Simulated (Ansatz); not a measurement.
Reaction: C2H6O (ethanol, SMILES OCC) → C2H5 (SMILES C[CH2], doublet) + HO (SMILES [OH], doublet) (the C-O bond breaks)
Each species at its own B3LYP-D3(BJ)/def2-TZVP minimum (Ansatz, a quantum-chemistry and plane-wave program), one conformer.

Total energies in hartree (Ansatz). Radicals and triplets start from unrestricted determinants; spin-orbit coupling is neglected. Correlated methods leave the cores frozen. No relativity.

```tsv
species	HF/cc-pVTZ	CCSD(T)/cc-pVTZ	HF/cc-pVQZ	CCSD(T)/cc-pVQZ	CCSD(T)/cc-pVDZ	CCSDT(Q)/cc-pVDZ
1: C2H6O (ethanol, SMILES CCO)	-154.14243	-154.79527	-154.15422	-154.84492	-154.62297	-154.62460
2: C2H5 (SMILES [CH2]C, doublet)	-78.62785	-79.00245	-78.63306	-79.02569	-78.91562	-78.91668
3: HO (SMILES [OH], doublet)	-75.41896	-75.63769	-75.42557	-75.66159	-75.55935	-75.55979
```

Task: Work out the bond dissociation energy (electronic) in kcal/mol: take Hartree-Fock from cc-pVQZ, extrapolate the CCSD(T) correlation energy as X^-3 (X = 3, 4), and add CCSDT(Q) - CCSD(T) in cc-pVDZ. 1 hartree = 627.51 kcal/mol.

Result: 
Species 1: correlation (64·(-0.69070) - 27·(-0.65284))/37 = -0.71833; step -0.00163; E1 = -154.15422 + (-0.71833) + (-0.00163) = -154.87418
Species 2: correlation (64·(-0.39263) - 27·(-0.37460))/37 = -0.40579; step -0.00106; E2 = -78.63306 + (-0.40579) + (-0.00106) = -79.03991
Species 3: correlation (64·(-0.23602) - 27·(-0.21873))/37 = -0.24864; step -0.00044; E3 = -75.42557 + (-0.24864) + (-0.00044) = -75.67465
-1·E1 +1·E2 +1·E3 = 0.15962 hartree = 100.2 kcal/mol.
